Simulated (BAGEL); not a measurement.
# singlet CH6NSi+: levels of theory compared

Aim: a comparison of 6 runs (HF/STO-3G, HF/def2-SVPD, B3LYP/6-31G*, B3LYP/def2-SVPD, PBE0/def2-SVPD, RI-MP2/def2-SVPD) of singlet CH6NSi+. 

The results are computed with BAGEL 1.2.2.

2 further runs of the same task are left out: 2 set aside as unsound or not needed.

### 1 The molecule

The species is CH6NSi+ (9 atoms), meant as a singlet with charge +1. As SMILES of the parent species, `CN[SiH2]`. The coordinates come from a PBE0-D4/def2-TZVP relaxation. This is one conformer, not always the lowest. That shape belongs to the parent species and isn't relaxed for this state.

Bond lengths: C1–N2 1.445 Å, N2–Si3 1.721 Å, C1–H4 1.092 Å, C1–H5 1.097 Å, C1–H6 1.094 Å, N2–H7 1.009 Å, Si3–H8 1.496 Å, Si3–H9 1.494 Å. Some angles: C1–N2–Si3 124.4°, C1–N2–H7 113.6°, Si3–N2–H7 117.7°, N2–C1–H4 109.4°, N2–C1–H5 113.3°, N2–C1–H6 110.8°, N2–Si3–H8 107.0°, N2–Si3–H9 106.6°, H4–C1–H5 107.6°, H4–C1–H6 107.3°.

### 2 The energy at HF/STO-3G (density fitting with qzvpp-jkfit) (run 1)

The input, input.json:

```json
{ "bagel" : [

{
  "title" : "molecule",
  "basis" : "sto-3g",
  "df_basis" : "qzvpp-jkfit",
  "angstrom" : true,
  "geometry" : [
    { "atom" : "C", "xyz" : [      -0.456800,       0.543200,      -0.985800 ] },
    { "atom" : "N", "xyz" : [       0.351000,       0.374300,       0.200700 ] },
    { "atom" : "Si", "xyz" : [       0.668300,      -1.140200,       0.954400 ] },
    { "atom" : "H", "xyz" : [      -1.199800,      -0.255900,      -1.036400 ] },
    { "atom" : "H", "xyz" : [       0.125800,       0.513900,      -1.914600 ] },
    { "atom" : "H", "xyz" : [      -1.000400,       1.492200,      -0.954800 ] },
    { "atom" : "H", "xyz" : [       1.016700,       1.117900,       0.345800 ] },
    { "atom" : "H", "xyz" : [      -0.640500,      -1.855800,       1.066000 ] },
    { "atom" : "H", "xyz" : [       1.224200,      -0.836000,       2.307600 ] }
  ]
},

{
  "title" : "hf",
  "charge" : 1
},

{
  "title" : "print",
  "file" : "orbitals.molden",
  "orbitals" : true
}

]}
```

Command:

```console
BAGEL_NUM_THREADS=1 BAGEL input.json > input.out
```

The log of the run:

```text
* using 1 threads per process

  ===============================================================
  ===============================================================

  *** Geometry ***

  { "atom" : "C", "xyz" : [     -0.863227,      1.026499,     -1.862892 ] },
  { "atom" : "N", "xyz" : [      0.663294,      0.707324,      0.379268 ] },
  { "atom" : "Si", "xyz" : [      1.262904,     -2.154666,      1.803555 ] },
[... 5 lines of this table left out ...]
  { "atom" : "H", "xyz" : [      2.313403,     -1.579811,      4.360732 ] },

  Number of auxiliary basis functions:      388

  Since a DF basis is specified, we compute 2- and 3-index integrals:
    o Being stored without compression. Storage requirement is 0.002 GB

  Number of basis functions:       25
  Number of electrons      :       33

    * METHOD: MOLECULE                             0.10

  *** RHF ***

  === Nuclear Repulsion ===
   107.9758273257

      * DIIS with orbital gradients will be used.

  === RHF iteration (sto-3g) ===
      0       -379.97662879          0.01224185           0.01
      1       -380.01410991          0.00444147           0.01
      2       -380.01742830          0.00159024           0.01
[... 9 lines of this table left out ...]
     12       -380.01802947          0.00000001           0.01
    * SCF iteration converged.

    * Permanent dipole moment:
           (   -0.837578,     0.810566,    -0.347013) a.u.

    * METHOD: HF                                   0.14

    * METHOD: PRINT                                0.00

  ===============================================================
```

Wall time 0.36 s (1 thread of Arm Neoverse V1, shared host); peak memory 0.081 GiB.

### 3 The energy at HF/def2-SVPD (density fitting with qzvpp-jkfit) (run 2)

The input, input.json:

```json
{ "bagel": [

{
  "title": "molecule",
  "basis": "def2-svpd.json",
  "df_basis": "qzvpp-jkfit",
  "angstrom": true,
  "geometry": [
    { "atom": "C", "xyz": [   -0.456800,    0.543200,   -0.985800 ] },
    { "atom": "N", "xyz": [    0.351000,    0.374300,    0.200700 ] },
    { "atom": "Si", "xyz": [    0.668300,   -1.140200,    0.954400 ] },
    { "atom": "H", "xyz": [   -1.199800,   -0.255900,   -1.036400 ] },
    { "atom": "H", "xyz": [    0.125800,    0.513900,   -1.914600 ] },
    { "atom": "H", "xyz": [   -1.000400,    1.492200,   -0.954800 ] },
    { "atom": "H", "xyz": [    1.016700,    1.117900,    0.345800 ] },
    { "atom": "H", "xyz": [   -0.640500,   -1.855800,    1.066000 ] },
    { "atom": "H", "xyz": [    1.224200,   -0.836000,    2.307600 ] }
  ]
},
{
  "title": "hf",
  "charge": 1
},
{
  "title": "print",
  "file": "orbitals.molden",
  "orbitals": true
}

]}
```

The basis set def2-SVPD is read from a file made from the Basis Set Exchange's data (not shown).

Command:

```console
BAGEL_NUM_THREADS=1 BAGEL input.json > input.out
```

The log of the run:

```text
* using 1 threads per process

  ===============================================================
  ===============================================================

  *** Geometry ***

  { "atom" : "C", "xyz" : [     -0.863227,      1.026499,     -1.862892 ] },
  { "atom" : "N", "xyz" : [      0.663294,      0.707324,      0.379268 ] },
  { "atom" : "Si", "xyz" : [      1.262904,     -2.154666,      1.803555 ] },
[... 5 lines of this table left out ...]
  { "atom" : "H", "xyz" : [      2.313403,     -1.579811,      4.360732 ] },

  Number of auxiliary basis functions:      388

  Since a DF basis is specified, we compute 2- and 3-index integrals:
    o Being stored without compression. Storage requirement is 0.039 GB

  Number of basis functions:      112
  Number of electrons      :       33

    * METHOD: MOLECULE                             0.17

  *** RHF ***

  === Nuclear Repulsion ===
   107.9758273257

      * DIIS with orbital gradients will be used.

  === RHF iteration (def2-svpd.json) ===
      0       -384.12227764          0.01559113           0.05
      1       -384.23251947          0.01194733           0.05
      2       -384.29069780          0.00180476           0.05
[... 11 lines of this table left out ...]
     14       -384.29346441          0.00000001           0.05
    * SCF iteration converged.

    * Permanent dipole moment:
           (   -0.727539,     0.758248,    -0.268127) a.u.

    * METHOD: HF                                   0.89

    * METHOD: PRINT                                0.03

  ===============================================================
```

Wall time 1.2 s (1 thread of Arm Neoverse V1, shared host); peak memory 0.12 GiB.

Runs 3 to 5 aren't shown in full; the table further down has their settings and results.

### 4 A single-point energy at RI-MP2/def2-SVPD (density fitting with qzvpp-jkfit) (run 6)

The input, mp2.json:

```json
{ "bagel" : [

{
  "title" : "molecule",
  "basis" : "def2-svpd.json",
  "df_basis" : "qzvpp-jkfit",
  "angstrom" : "true",
  "geometry" : [
    { "atom" : "C", "xyz" : [   -0.456800,    0.543200,   -0.985800 ] },
    { "atom" : "N", "xyz" : [    0.351000,    0.374300,    0.200700 ] },
    { "atom" : "Si", "xyz" : [    0.668300,   -1.140200,    0.954400 ] },
    { "atom" : "H", "xyz" : [   -1.199800,   -0.255900,   -1.036400 ] },
    { "atom" : "H", "xyz" : [    0.125800,    0.513900,   -1.914600 ] },
    { "atom" : "H", "xyz" : [   -1.000400,    1.492200,   -0.954800 ] },
    { "atom" : "H", "xyz" : [    1.016700,    1.117900,    0.345800 ] },
    { "atom" : "H", "xyz" : [   -0.640500,   -1.855800,    1.066000 ] },
    { "atom" : "H", "xyz" : [    1.224200,   -0.836000,    2.307600 ] }
  ]
},
{
  "title" : "hf",
  "charge" : 1
},
{
  "title" : "mp2",
  "charge" : 1,
  "ncore" : 7
}

]}
```

The basis set def2-SVPD is read from a file made from the Basis Set Exchange's data (not shown).

Command:

```console
BAGEL_NUM_THREADS=1 BAGEL mp2.json > mp2.out
```

The log of the run:

```text
* using 1 threads per process

  ===============================================================
  ===============================================================

  *** Geometry ***

  { "atom" : "C", "xyz" : [     -0.863227,      1.026499,     -1.862892 ] },
  { "atom" : "N", "xyz" : [      0.663294,      0.707324,      0.379268 ] },
  { "atom" : "Si", "xyz" : [      1.262904,     -2.154666,      1.803555 ] },
[... 5 lines of this table left out ...]
  { "atom" : "H", "xyz" : [      2.313403,     -1.579811,      4.360732 ] },

[... 23 lines left out ...]
    * SCF iteration converged.
[... 1 line left out ...]
    * Permanent dipole moment:
[... 2 lines left out ...]
    * METHOD: HF                                   0.89

  *** RHF ***

  === Nuclear Repulsion ===
   107.9758273257

      * DIIS with orbital gradients will be used.

  === RHF iteration (def2-svpd.json) ===
      0       -384.29346441          0.00000000           0.05
    * SCF iteration converged.

    * Permanent dipole moment:
           (   -0.727539,     0.758248,    -0.268127) a.u.

  === DF-MP2 calculation ===

    * freezing 7 orbitals
    * 3-index integral transformation done
    * assembly done

      MP2 correlation energy:   -0.4269894490      0.03

      MP2 total energy:       -384.7204538638

    * METHOD: MP2                                  0.15

  ===============================================================
```

Wall time 1.4 s (1 thread of Arm Neoverse V1, shared host); peak memory 0.12 GiB.

### 5 Overview of the runs

```tsv
run	level	frozen core orbitals	energy (Eh)	HOMO energy (eV)	LUMO energy (eV)	HOMO–LUMO gap (eV)	wall time
1	HF/STO-3G (density fitting with qzvpp-jkfit)	–	-380.018029	-15.25	-3.77	11.48	0.36 s
2	HF/def2-SVPD (density fitting with qzvpp-jkfit)	–	-384.293464	-16.69	-6.26	10.42	1.2 s
3	B3LYP/6-31G* (density fitting with qzvpp-jkfit, spherical functions)	–	-385.653831	-13.76	-9.56	4.20	5.1 s
4	B3LYP/def2-SVPD (density fitting with qzvpp-jkfit)	–	-385.521955	-13.82	-9.63	4.19	9.6 s
5	PBE0/def2-SVPD (density fitting with qzvpp-jkfit)	–	-385.257962	-14.01	-9.41	4.60	8.7 s
6	RI-MP2/def2-SVPD (density fitting with qzvpp-jkfit)	7	-384.720454	–	–	–	1.4 s
```

### 6 Outcome

```
                                          quantity          value
                               run 6: total energy  -384.72045 Eh
run 6: correlation energy (7 core orbitals frozen)     -427.0 mEh
```

Over runs 1, 2, 3, 4, 5 the HOMO–LUMO gap runs from 4.19 eV (B3LYP/def2-SVPD) to 11.48 eV (HF/STO-3G). The two ends differ in method and basis. Totals of different functionals can't be ranked against each other. In run 1 the basis is minimal, so the values are rough. All runs together took 26 s, the longest 9.6 s.
